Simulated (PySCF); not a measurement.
Dipole moment and polarisability of `C=N[C@H](C)CC`

Compound: C5H11N.
Structure used (GFN2-xTB), in Å, numbered top down from 1:
```
atom  x, y, z in Å
C1     1.6149   -1.4650    0.5674
N2     1.0736   -0.3555    0.7534
C3     0.3587    0.2973   -0.3068
C4     1.0188    1.6557   -0.5466
C5    -1.1011    0.4748    0.1322
C6    -1.8441   -0.8530    0.2107
H7     2.1443   -1.9276    1.3878
H8     1.5938   -2.0153   -0.3825
H9     0.3857   -0.2946   -1.2420
H10    2.0535    1.5222   -0.8538
H11    0.4886    2.1998   -1.3238
H12    1.0029    2.2368    0.3712
H13   -1.1059    0.9567    1.1110
H14   -1.6011    1.1337   -0.5807
H15   -1.8577   -1.3433   -0.7612
H16   -2.8715   -0.6943    0.5294
H17   -1.3603   -1.5165    0.9243
```

Level: PBE0/def2-SVPD (PySCF), static field, nuclei fixed, core orbitals frozen in the response. The polarisability tensor in these axes (au):

```
x   72.35 -4.79  1.20
y   -4.79 77.15 -3.05
z    1.20 -3.05 62.36
```

Q: What are the eigenvalues, a third of the trace, and Δα (Δα² = ½Σ(αi − αj)² over the three pairs)?

A: Principal values 61.75, 69.44 and 80.67 au; mean 70.62 au = 10.46 Å³ = 11.64 × 10⁻⁴⁰ C²·m²/J; Δα = 16.49 au (23 % of the mean).

Q: What is the dipole moment, and where does it point?

A: (-0.07, -0.63, -1.13) D, 1.30 D in size, pointing from the negative to the positive side. Measured along this direction, the outermost atoms are H12 and H13 at the negative end and H15 at the positive end.

Q: In a dilute gas of rigid molecules at 250 K, how does the orientational term μ²/3kT compare with the electronic polarisability?

A: In Gaussian units μ²/3kT = 16.21 Å³ against 10.46 Å³, a ratio of 1.55; the Debye molar polarisation (4π/3)N_A(α + μ²/3kT) is 67.3 cm³/mol, leaving out the vibrational part.

Q: Sum over states: ᾱ = Σ f/ω², ω in Eh. What share falls to these 6 lowest TDDFT singlets (eV, f)? 4.93, 0.0013; 7.13, 0.0431; 7.44, 0.1088; 7.57, 0.0448; 7.65, 0.0464; 7.71, 0.0195.

A: They add up to 3.53 au, 5.0 % of the 70.62 au; the largest single term is 1.46 au, from the state at 7.44 eV. Terms in order: 0.04, 0.63, 1.46, 0.58, 0.59, 0.24 au. Higher excitations give the rest. The strengths listed sum to 0.264.

Q: What molar refraction does this α imply?

A: Lorentz–Lorenz: R = (4π/3)N_A α = 2.5225 cm³/(mol·Å³) × 10.46 Å³ = 26.4 cm³/mol, in the limit of long wavelengths.

Q: What would n − 1 = 2πNα be for an ideal gas of these molecules at 298.15 K and 1 atm, electronic part alone?

A: N = p/kT = 2.4615 × 10¹⁹ cm⁻³, so n − 1 = 2π × N × 10.46 × 10⁻²⁴ cm³ = 1618 × 10⁻⁶ at long wavelengths, for an ideal gas.

Geometry: GFN2-xTB, one conformer, isolated molecule.
